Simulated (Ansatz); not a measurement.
## How basis sets differ on P2 (diphosphorus)

P2, singlet, SMILES `P#P`. Each level relaxes the structure for itself.

Each level gives the harmonic wavenumber (cm⁻¹). The values are calculated.

**Question.** The value from experiment is 781 cm⁻¹ (Huber and Herzberg, Constants of Diatomic Molecules). From what is known of these methods, estimate their order from the nearest to it to the farthest.
A. wB97M-V/jorge-DZP (Ansatz)
B. wB97M-V/jorge-TZP (Ansatz)
C. wB97M-V/def2-TZVPD (Ansatz)

**Answer.** B (855 cm⁻¹, +74), A (859 cm⁻¹, +78), C (863 cm⁻¹, +82).
